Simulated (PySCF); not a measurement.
# H3N: the cost of one run

The runs use PySCF 2.14.0; levels as typed in each script, gas phase, geometry from GFN2-xTB.

### 1 The system as given

SMILES `N`, 4 atoms, charge 0, spin multiplicity 1.

Bond lengths: N1–H2 1.013 Å, N1–H3 1.013 Å, N1–H4 1.013 Å. Angles: H2–N1–H3 107.7°, H2–N1–H4 107.7°, H3–N1–H4 107.6°.

As a file:

```xyz
4
H3N
N     0.0000    0.0000    0.1100
H     0.8717   -0.3620   -0.2568
H    -0.7495   -0.5738   -0.2567
H    -0.1223    0.9360   -0.2567
```

### 2 Removing and adding an electron (B3LYP/def2-svpd)

File input.py:

```python
import numpy as np
from pyscf import gto, scf, dft
from pyscf.scf import atom_ks, atom_hf
from scipy.linalg import block_diag

def solve(mol, dm0=None, hcore=None):
    mf = (dft.UKS if mol.spin else dft.RKS)(mol, xc='b3lyp')
    mf.grids.level = 3
    mf = mf.density_fit(auxbasis='def2-universal-jkfit')
    mf.conv_tol, mf.max_cycle = 1e-8, 80
    if hcore is not None:
        mf.get_hcore = lambda *args: hcore
    mf.kernel(dm0)
    if not mf.converged:
        mf = mf.newton().run(mf.mo_coeff, mf.mo_occ, max_cycle=30)
    assert mf.converged, 'SCF not converged'
    return mf

mol = gto.M(atom='''
N      0.00002    -0.00002     0.11002
H      0.87174    -0.36201    -0.25676
H     -0.74953    -0.57379    -0.25671
H     -0.12233     0.93596    -0.25667
''', basis='def2-svpd', charge=0, spin=0, verbose=4)
mf = solve(mol)
out = dict(e0=mf.e_tot, dm0=mf.make_rdm1(), c=mf.mo_coeff, occ=mf.mo_occ, eps=mf.mo_energy)
for name, dq, spin in [('cation', 1, 1), ('anion', -1, 1)]:
    ion = mol.copy().set(charge=mol.charge + dq, spin=spin).build()
    mi = solve(ion)
    if spin and dq > 0 and mol.nao < 130:
        c, _, stable, _ = mi.stability(return_status=True)
        if not stable:
            mi = solve(ion, mi.make_rdm1(c, mi.mo_occ))
    print(name, 'vertical energy change / eV', (mi.e_tot - mf.e_tot) * 27.211386)
    out.update({'e_' + name: mi.e_tot, 'dm_' + name: mi.make_rdm1(), 's2_' + name: mi.spin_square()[0], 'eps_' + name: mi.mo_energy, 'occ_' + name: mi.mo_occ})
# spherically averaged free atoms, for the promolecule
atm = atom_ks.get_atm_nrks(mol, xc='b3lyp')
pro = block_diag(*[(atm[a[0]][2] * atm[a[0]][3]) @ atm[a[0]][2].T for a in mol._atom])
np.savez('result.npz', pro=pro, **out)
```

Launch:

```sh
> OMP_NUM_THREADS=1 python input.py
```

What time and memory should one allow on 1 thread of Intel Xeon Platinum 8488C (Sapphire Rapids), shared host?

About 10 s, with a peak of 0.24 GiB.
